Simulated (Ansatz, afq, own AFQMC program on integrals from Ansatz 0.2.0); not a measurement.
Integrals from Ansatz 0.2.0, then the random walk in our own AFQMC program (afq).

```yaml
crystal:
  periodic: [false, false, false]
  atoms:
    - {symbol: Ga, position_ang: [0.000000, 0.000000, 0.000000]}
    - {symbol: Br, position_ang: [0.000000, 0.000000, 2.532600]}
basis:
  gaussian: {orbitals: cc-pVDZ}
total_charge: 1
magnetization: {spin_polarized: true, initial_magnetization: 3}
correlation: {method: ccsd_t, electrons: outside_noble_gas, hamiltonian_folder: ham}
```

```sh
$ ansatz run in.yaml --threads 1 --pin off --events-out ev --progress --plain --max-ram 1843MiB
```

afq runs on the folder ham with

```
--method free --trial cisd --walkers 70 --time-step 0.03 --max-blocks 80 --target-error 0.00036 --factor-cut 1e-05 --seed 2256 --times 0,0.3,0.6,1.2,1.8,2.4,3.6,4.8,6 --taylor-order 8
```

Times are imaginary, in 1/Eh. The walk had a cap of 503 s. Filled inner d shells are frozen with the cores.

afq prints:

```
orbitals 26  electrons 6 3  factors 186 of 636
reference energy -4495.23141711 Eh
CCSD correlation -0.12444526 Eh in 14 cycles, weight of the determinant in the CISD state 0.9252
repeat  energy at the last time / Eh  error
    10  -4495.358806  0.000766
    20  -4495.358532  0.000415
    30  -4495.358601  0.000345
time / (1/Eh)  energy / Eh  error  mean overlap
  0.00  -4495.355893  0.000093  1.0810
  0.30  -4495.357317  0.000138  1.0876
  0.60  -4495.358077  0.000130  1.0893
  1.20  -4495.358666  0.000128  1.0883
  1.80  -4495.358818  0.000152  1.0835
  2.40  -4495.359003  0.000169  1.0852
  3.60  -4495.358891  0.000160  1.1080
  4.80  -4495.359217  0.000235  1.0718
  6.00  -4495.358701  0.000351  1.0998
energy -4495.358701 +/- 0.000351 Eh
```

The run passed its tests (error under three times the target), which doesn't prove that it has relaxed.

Against this walk (error 9.6 meV) on the same determinant: CCSD(T) 10.6 meV higher (within the noise), CCSDT(Q) 63.0 meV lower. The error is statistical, and a free projection of finite length keeps a remainder of its start. None of these is a sure reference here. The last points scatter (meV from the last: -3 ± 4 at 1.80, -8 ± 5 at 2.40, -5 ± 4 at 3.60, -14 ± 6 at 4.80, 0 ± 10 at 6.00); the last is the one printed as the energy, and the gaps above move with that scatter.

Cautions: remainder of the start not in the error; no relativity below Rb; no spin-orbit coupling; inner d shell frozen; another spin lies lower.

The walk took 59 s on 1 thread of Arm Neoverse V1, on a shared host. The log's last line is the free-projection energy.

CCSDT and higher add their correlation energy to the determinant of the CCSD(T) run, since their own runs factorise the integrals more tightly (a shift of under 2 meV).
